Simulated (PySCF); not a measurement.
# BH2S2 (SMILES S[B]S) at UOPBE-D3(0)/LANL2DZ (core potential)

Aim: a geometry optimisation of BH2S2. 

Program for the calculation: PySCF 2.14.0.

3 further runs of the same task are left out: 1 for a faulty analytic Hessian, 1 for a known fault of the program, 1 set aside as unsound or not needed.

## Step 1: The structure to begin with

BH2S2 has 5 atoms, charge 0, and is taken as a doublet. As SMILES, `S[B]S`. The shape comes from a force field and isn't a relaxed structure. This is one conformer, not always the lowest. The run starts from this shape.

Bond lengths: S1–B2 1.860 Å, B2–S3 1.853 Å, S1–H4 1.358 Å, S3–H5 1.407 Å. Angles: S1–B2–S3 117.8°, B2–S1–H4 91.3°, B2–S3–H5 93.2°.

## Step 2: A structure relaxation at UOPBE-D3(0)/LANL2DZ (core potential)

Input file job.py:

```python
from pyscf import gto, dft
from pyscf.geomopt.geometric_solver import kernel as optimise

system = gto.M(
    atom=[
    ('S', (-1.429400, -0.060600, -0.907400)),
    ('B', (-0.127300, 0.933300, -0.026400)),
    ('S', (1.636600, 0.390200, -0.196400)),
    ('H', (-1.590900, -0.866500, 0.174100)),
    ('H', (1.560900, -0.470100, 0.914700)),
],
    ecp={'S': 'lanl2dz'},
    verbose=3,
    basis='lanl2dz',
    max_memory=1860,
    spin=1,
)

ks = dft.UKS(system, xc='opbe')
ks.max_cycle = 100
ks.disp = 'd3zero'
converged, mol_eq = optimise(ks, maxsteps=100, convergence_set='GAU_TIGHT')
print('converged:', converged)
print(mol_eq.tostring())

ks.reset(mol_eq)
system = mol_eq
ks.kernel()
e_final = ks.e_tot
print('Final energy', e_final)
```

On the command line:

```
$ OMP_NUM_THREADS=1 python job.py
```

**Question.** What will come out? Wanted: total energy at the end; dipole moment; HOMO energy; LUMO energy; dispersion energy; ⟨S²⟩.

**Answer.** As computed:

Level: UOPBE-D3(0)/LANL2DZ (core potential).

```
                          quantity          value
           total energy at the end   -46.31086 Eh
                     dipole moment         2.85 D
HOMO energy (highest over α and β)       -5.39 eV
 LUMO energy (lowest over α and β)       -2.64 eV
                 dispersion energy  -15.26 kJ/mol
                              ⟨S²⟩          0.760
```

**Reading.** At the final geometry: Bond lengths: S1–B2 1.808 Å, B2–S3 1.808 Å, S1–H4 1.397 Å, S3–H5 1.397 Å. Angles: S1–B2–S3 136.9°, B2–S1–H4 102.0°, B2–S3–H5 102.0°. The optimisation took 13 steps and changed the energy by -1.339 eV.
